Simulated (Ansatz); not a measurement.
A made-up structure of SiHCl₂, doublet:

```tsv
atom	x (Å)	y (Å)	z (Å)
Cl1	-1.6466	0.1778	0.8894
Si2	0.1876	-0.4142	0.2000
Cl3	-3.1516	0.5628	2.2117
H4	1.2082	0.5177	0.7524
```

It is relaxed with PBE-D4/def2-SVP and then PBE0-D4/def2-TZVP (Ansatz 0.2.0). Atoms count as bonded within 1.22 times the sum of their covalent radii (H–H: 0.88 Å). The end point is not checked to be a true minimum.

Question: Does its bonding change? (Judge from chemistry; the calculation decides.)

Answer: The calculation gives: Yes. Formed: none; broken: Cl1–Cl3.

Where it ends: The first stage lowers the energy by 1.43 eV in 10 steps. It ends as a complex of SiHCl ([SiH][Cl]) + Cl:
```
atom    x (Å)    y (Å)   z (Å)
 Cl1  -1.6939  -0.3184  0.2898
 Si2   0.3588  -0.2543  0.0056
 Cl3  -2.7041   0.8813  2.4830
  H4   0.6368   0.5355  1.2751
```

Labels in which every atom is bracketed show which atoms are joined, not bond orders.

For scale, one of the runs: PBE0-D4/def2-TZVP relaxation, 117 basis functions, launched by `ansatz run in.yaml --threads 2 --pin off --events-out ev --progress --plain --max-ram 4352MiB`. The run took about 30 s on 2 CPU threads of an Arm Neoverse V2 (shared host).
